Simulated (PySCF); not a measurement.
Species: thiophen-2-ol, C4H4OS.
Geometry (GFN2-xTB, Å), atoms numbered from 1 in this order:
```xyz
10
C4H4OS angstrom
O      2.323    0.057   -0.370
C      0.995    0.098   -0.137
C      0.116   -0.924   -0.303
C     -1.209   -0.553    0.029
C     -1.321    0.731    0.439
S      0.204    1.541    0.434
H      2.730    0.909   -0.177
H      0.408   -1.898   -0.648
H     -2.043   -1.227   -0.038
H     -2.193    1.271    0.748
```

The closed-shell ground state was solved at several levels (PySCF, density fitting, gas phase, non-relativistic).

```csv
level,basis functions,HOMO (eV),LUMO (eV),gap (eV),dipole (D)
PBE0/def2-SVPD,162,-6.27,-0.33,5.94,0.75
PBE0/pcSseg-1,129,-6.22,-0.06,6.16,0.90
```

Question: What might wB97X-D/def2-SVPD (162 basis functions) give for the same quantities?

Answer: HOMO -8.06 eV, LUMO 1.35 eV, gap 9.41 eV, dipole 0.75 D.

Question: Over all these levels, which gives the widest orbital gap and which the narrowest?

Answer: wB97X-D/def2-SVPD (range-separated hybrid) has the widest, 9.41 eV, and PBE0/def2-SVPD (global hybrid, 25 % exact exchange) the narrowest, 5.94 eV. The two share the basis. From the narrowest to the widest the HOMO moves by -1.79 eV and the LUMO by +1.68 eV.

Question: How far do the dipole and the HOMO energy spread over the levels?

Answer: The dipole runs from 0.75 to 0.90 D (mean 0.80 D) and the HOMO from -8.06 to -6.22 eV.

One conformer stands for the species.
